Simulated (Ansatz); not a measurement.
`C=CCCl`, charge 0, multiplicity 1.

Problem. Give a relaxed structure at PBE0-D4/def2-TZVP (the Gaussian-basis code of Ansatz). (Best estimate.)

Solution. The calculation gave: 
```xyz
9

C    -0.419    1.347   -0.165
C    -0.184    0.217    0.486
C     0.234   -1.039   -0.183
Cl    1.837   -1.583    0.414
H    -0.742    2.242    0.354
H    -0.298    1.416   -1.241
H    -0.297    0.169    1.566
H     0.321   -0.912   -1.261
H    -0.452   -1.859    0.030
```
This is one stationary point; other conformers may exist.
